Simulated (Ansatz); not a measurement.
# Molecular dynamics of HS2Si

Input file:

```yaml
crystal:
  periodic: [false, false, false]
  atoms:
    - { symbol: S, position_ang: [-1.881405, -0.564072, 1.163819] }
    - { symbol: Si, position_ang: [-0.210638, -0.096949, 0.28045] }
    - { symbol: S, position_ang: [0.693686, 0.410803, -1.486865] }
    - { symbol: H, position_ang: [1.398358, 0.250207, 0.042597] }
magnetization:
  spin_polarized: true
  initial_magnetization: 1
basis:
  gaussian: { orbitals: "6-31G*" }
hamiltonian:
  xc: r2scanh
  dispersion: d4
md:
  timestep: 0.5
  n_steps: 200
  ensemble: nve
  temperature: 300.0
  initial_velocities: maxwell_boltzmann
  seed: 11089
```

Command:

```bash
$ ansatz run input.yaml --threads 2 --pin off --max-ram 3072MiB --backend cpu --events-out ev --progress --plain --runs-dir out
```

It starts at the highest image of a converged band, a first-order saddle point between two minima.

Output, in part (step lines, the closing report, with atoms numbered from 0):

```
md step     0: t =     0.00 fs  T =   300.0 K  F+E_penalty+E_count = -29559.84169364 eV  E_kin = 0.077556 eV  conserved = -29559.76413765 eV  (33 SCF iters)
md step     1: t =     0.50 fs  T =   303.6 K  F+E_penalty+E_count = -29559.84262876 eV  E_kin = 0.078500 eV  conserved = -29559.76412924 eV  (32 SCF iters)
md step     2: t =     1.00 fs  T =   315.1 K  F+E_penalty+E_count = -29559.84556348 eV  E_kin = 0.081451 eV  conserved = -29559.76411255 eV  (32 SCF iters)
md step     3: t =     1.50 fs  T =   335.2 K  F+E_penalty+E_count = -29559.85075360 eV  E_kin = 0.086667 eV  conserved = -29559.76408700 eV  (33 SCF iters)
md step     4: t =     2.00 fs  T =   365.7 K  F+E_penalty+E_count = -29559.85860490 eV  E_kin = 0.094553 eV  conserved = -29559.76405173 eV  (38 SCF iters)
md step     5: t =     2.50 fs  T =   408.8 K  F+E_penalty+E_count = -29559.86968911 eV  E_kin = 0.105683 eV  conserved = -29559.76400658 eV  (38 SCF iters)
md step     6: t =     3.00 fs  T =   467.3 K  F+E_penalty+E_count = -29559.88475333 eV  E_kin = 0.120803 eV  conserved = -29559.76395073 eV  (38 SCF iters)
md step     7: t =     3.50 fs  T =   544.8 K  F+E_penalty+E_count = -29559.90472279 eV  E_kin = 0.140835 eV  conserved = -29559.76388812 eV  (38 SCF iters)
[... lines left out ...]
Total energy: -29560.39765554 eV, -1086.3245770840 hartree
Atom 0 at    -1.837619    -0.490798     0.764566 Å, force    -0.467595    -0.236789     0.662295 eV/Å
Atom 1 at     0.128182    -0.076506     0.701269 Å, force    -1.051719    -0.220525    -0.395541 eV/Å
Atom 2 at     0.351073     0.308693    -1.429252 Å, force    -0.365543    -0.223245     0.407814 eV/Å
Atom 3 at     1.462504     0.597760    -0.816263 Å, force     1.884856     0.680560    -0.674568 eV/Å
Dipole moment:     0.438915     0.104826     0.012911 e Å
```

The steps, from the saved trajectory:

```tsv
time (fs)	T (K)	potential energy less start (eV)	conserved less start (meV/atom)
0.0	300	0.000	0.00
3.0	467	-0.043	0.05
6.0	1349	-0.271	0.04
9.0	2646	-0.607	-0.21
12.0	4089	-0.982	-0.70
15.0	3361	-0.792	-0.17
18.0	2493	-0.567	0.05
21.0	3213	-0.756	-0.79
24.0	1646	-0.346	0.57
27.0	2271	-0.512	-0.53
30.0	1456	-0.298	0.15
33.0	2600	-0.596	-0.33
36.0	2782	-0.641	0.23
39.0	3887	-0.931	-0.87
42.0	2572	-0.587	0.03
45.0	2441	-0.554	-0.08
48.0	2501	-0.572	-0.87
51.0	1557	-0.326	-0.26
54.0	1823	-0.394	-0.17
57.0	1771	-0.380	0.13
60.0	3663	-0.872	-0.60
63.0	3962	-0.946	0.22
66.0	4297	-1.035	-0.52
69.0	2820	-0.651	0.11
72.0	3333	-0.785	-0.33
75.0	2505	-0.571	-0.18
78.0	2633	-0.607	-0.88
81.0	1787	-0.384	0.03
84.0	1945	-0.425	0.05
87.0	3406	-0.806	-0.67
90.0	3415	-0.806	-0.22
93.0	2880	-0.668	-0.24
96.0	1734	-0.370	0.12
99.0	2513	-0.575	-0.62
```

The run went to its last step. The conserved energy stayed within 0.96 meV per atom of its start (net change -0.8 meV per atom), so the integration is sound. The system heated up, since it started high on the potential surface and ran downhill. A run of 0.1 ps of so small a system gives no equilibrium averages.

The step under study would form S3–H4 and break Si2–H4. These pairs go: S3–H4 1.69 → 1.30 Å, Si2–H4 1.66 → 2.13 Å. In the last frame they stand as after the step (other bonds may differ from the relaxed reactants and products). It ends as one piece, HS2Si. Pairs count as bonded within 1.25 times the sum of covalent radii (0.12 Å more for H–H).

Last frame:

```xyz
4
Properties=species:S:1:pos:R:3
S -1.838 -0.491 0.765
Si 0.128 -0.076 0.701
S 0.351 0.309 -1.429
H 1.462 0.598 -0.816
```

The run took 10 min on 2 threads of Arm Neoverse V1 (shared host), peak memory 0.18 GiB.
